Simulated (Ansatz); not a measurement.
System: H2O, net charge 1, doublet state. 
Geometry from a B3LYP-D3(BJ)/def2-TZVP (Ansatz, a quantum-chemistry and plane-wave program) optimisation:
```xyz
3

O     -0.0024     0.0001     0.1156
H      0.0028     0.8250    -0.4633
H      0.0166    -0.8260    -0.4614
```
Charge +1, spin multiplicity 2.

Basis-set convergence of Hartree-Fock and MP2 correlation energies (hartree) with Ansatz. Cores are frozen in the correlated levels unless marked. UHF or UKS for open shells. Spin-orbit coupling is left out. Non-relativistic.

| basis | functions | E(HF) | E(corr, MP2) |
|---|---|---|---|
| aug-cc-pVDZ | 41 | -75.63767 | -0.15971 |
| aug-cc-pVTZ | 92 | -75.65801 | -0.20155 |
| aug-cc-pVQZ | 172 | -75.66337 | -0.21635 |

Extrapolating the two largest sets (X = 3 and 4) as X^-3: E(corr) = (64·(-0.21635) - 27·(-0.20155))/37 = -0.2271 Eh, an estimate of the basis-set limit. The largest set recovers 95.2 % of it, the smallest 70.3 %.
